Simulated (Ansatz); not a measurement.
The input, for Ansatz 0.2.0:

```yaml
crystal:
  periodic: [false, false, false]
  atoms:
    - {symbol: Li, position_ang: [0.000000, 0.000000, 0.000000]}
    - {symbol: Be, position_ang: [0.000000, 0.000000, 4.142000]}
basis:
  gaussian: {orbitals: def2-mTZVP}
total_charge: -1
correlation: {active_space: {ras: {orbitals: [2, 0, 15], electrons: 4, max_holes: 3, max_particles: 3}, fixed_orbitals: true}}
accuracy: high
output: {forces: true}
```

```sh
$ ansatz run in.yaml --threads 1 --pin off --events-out ev --progress --plain --max-ram 2393MiB
```

The program prints:

```
380 factors; integrals over basis functions are off by at most 3.6e-9 eV
mean field evaluation 1: about -598.1657 eV, gradient 3.6e0 eV
mean field evaluation 2: about -598.1640 eV, gradient 3.7e0 eV
mean field evaluation 4: about -598.5126 eV, gradient 4.7e-1 eV
mean field evaluation 8: about -598.5161 eV, gradient 2.3e-3 eV
mean field -598.51607854 eV, -21.9950601976 hartree, gradient 7.6e-8 eV, S^2 0.000000; 0 other end points of the search recorded, 0 dependent functions left out
reference -598.51607854 eV, -21.9950601976 hartree; 4, 4 occupied and 15, 15 virtual orbitals, 380 factors
state -600.09950008 eV, -22.0532498658 hartree
the calculation of the forces begins
mean field evaluation 16: about -598.5155 eV, gradient 4.7e-2 eV
Total energy: -600.09950008 eV, -22.0532498658 hartree
Atom 0 at     0.000000     0.000000     0.000000 Å, force    -0.000000     0.000000     0.095174 eV/Å
Atom 1 at     0.000000     0.000000     4.142000 Å, force    -0.000000     0.000000    -0.095174 eV/Å
Dipole moment:    -0.000000     0.000000     1.538480 e Å
```

Forces (eV/Å):
```
Li   0.000  0.000  0.095
Be   0.000  0.000 -0.095
```

Ran on 1 thread of Arm Neoverse V2, shared host: 0.48 s wall, 0.2 GiB peak host memory.
